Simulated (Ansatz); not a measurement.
The same path of AlH2O2 (5 atoms, charge -1, multiplicity 1) was run twice with different band settings. The coordinate that changes most is the dihedral O1–Al2–O3–H5.

Method: Ansatz, RKS B3LYP/def2-SVP.

Relaxed end points:

```xyz
5
Properties=species:S:1:pos:R:3
O -1.244 -1.214 1.260
Al -0.393 -0.344 0.162
O 0.989 0.727 0.442
H -0.631 -0.269 -1.464
H 1.279 1.100 -0.400
```

```xyz
5
Properties=species:S:1:pos:R:3
O -1.092 -1.066 1.110
Al -0.391 -0.290 -0.156
O 0.991 0.813 -0.071
H -0.784 -0.347 -1.733
H 1.275 0.891 0.849
```

Common settings: movable images 5; climbing image yes; spring 5.0 eV/Å²; optimiser quadratic models (default); start path IDPP; force threshold 0.05 eV/Å; end points relaxed.

| run | iteration limit |
| --- | --- |
| 1 | 60 |
| 2 | 3 |

(1) What does each run give, and how far can it be trusted?

Results:

(1) Run 1: converged after 16 iterations, highest image 0.093 eV above the first end. A vibrational analysis at the climbing image gives one clearly imaginary mode, 341i cm⁻¹: a first-order saddle point.
Run 2: not converged after 3 iterations, highest image 0.232 eV above the first end. The band didn't meet its force threshold, so its energies are provisional: the largest band force was still 0.28 eV/Å, and over the last iterations the top moved between 0.23 and 0.28 eV.
Limits of this set-up: an anion without diffuse functions, the dipole of an ion depends on the origin.
